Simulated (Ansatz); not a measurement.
A structure relaxed at PBE0-D4/def2-TZVP in Ansatz, charge 0, doublet:

```csv
atom,x (Å),y (Å),z (Å)
Al1,1.067,0.540,2.298
Al2,0.133,0.038,-0.068
Li3,-1.200,-0.578,-2.229
```

Question: Give its formula.

Answer: the cluster LiAl₂.

Question: Summarise the bond lengths by kind (pairs closer than 1.2 times the sum of covalent radii, bridged metal pairs left out).

Answer: 1 × Al–Al 2.59 Å; 1 × Al–Li 2.61 Å.

The charge 0 doublet is spin-contaminated (final ⟨S²⟩ up to 1.50, 0.75 for a pure state). Another isomer (doublet) lies 0.41 eV lower at PBE0-D4/def2-TZVP; other spin states weren't run for this one.
